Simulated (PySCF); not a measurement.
**How far each method lies from RCCSDT for SO, triplet**

Geometry: MP2(full)/6-31G*, from the G2/97 set.

```xyz
2

O     0.0000    0.0000    0.0000
S     0.0000    0.0000    1.5240
```

Basis cc-pV(D+d)Z; PySCF 2.14.0. Correlated methods freeze the noble-gas cores, which leaves 12 electrons in 31 orbitals. R marks a restricted (for open shells ROHF) determinant, U an unrestricted one.

Full CI isn't at hand for all of this; RCCSDT serves as the reference. It lacks quadruple excitations, which often exceed the step from CCSD(T) to CCSDT. The frozen core follows each run's orbitals, which can shift R against U totals by a few meV.

The UHF ⟨S²⟩ is 2.043. The T1 diagnostic (RCCSD) is 0.0244, the largest doubles amplitude (RCCSD) is 0.092 and the T1 diagnostic (UCCSD) is 0.0177.

```tsv
level	E − E(RCCSDT) (kJ/mol)	share of correlation (%)	wall time
RHF	885.5	0.00	–
UHF	843.8	4.70	–
RMP2	31.9	96.40	–
UMP2	61.7	93.03	–
RCCSD	32.0	96.39	–
UCCSD	29.4	96.68	–
RCCSD(T)	0.9	99.90	3 s
UCCSD(T)	1.3	99.85	2.7 s
UCCSDT	-0.4	100.04	4.1 min
```

The correlation energy at RCCSDT, counted from RHF, is -9.177 eV. That run took 6.5 min on 1 thread of Intel Xeon, shared host.

Times are those of the correlated step on a shared host, with one SCF added for the restricted CCSD run; they ran on 1 thread of Intel Xeon.

Atomization energy (electronic, same basis, no zero-point term; atoms at the same level, unrestricted beside the R rows where the molecule is a closed shell; the atoms' step beyond CCSDT comes from their full CI) at RCCSDT: 420.7 kJ/mol. Errors of other levels:

```json
{"level": "RHF", "error (kJ/mol)": "-271.1"}
{"level": "UHF", "error (kJ/mol)": "-252.5"}
{"level": "RMP2", "error (kJ/mol)": "65.1"}
{"level": "UMP2", "error (kJ/mol)": "37.4"}
{"level": "RCCSD", "error (kJ/mol)": "-24.9"}
{"level": "UCCSD", "error (kJ/mol)": "-22.9"}
{"level": "RCCSD(T)", "error (kJ/mol)": "0.4"}
{"level": "UCCSD(T)", "error (kJ/mol)": "-0.5"}
{"level": "UCCSDT", "error (kJ/mol)": "0.1"}
```

This basis is far from its limit, so the value isn't to be set against a measured one.
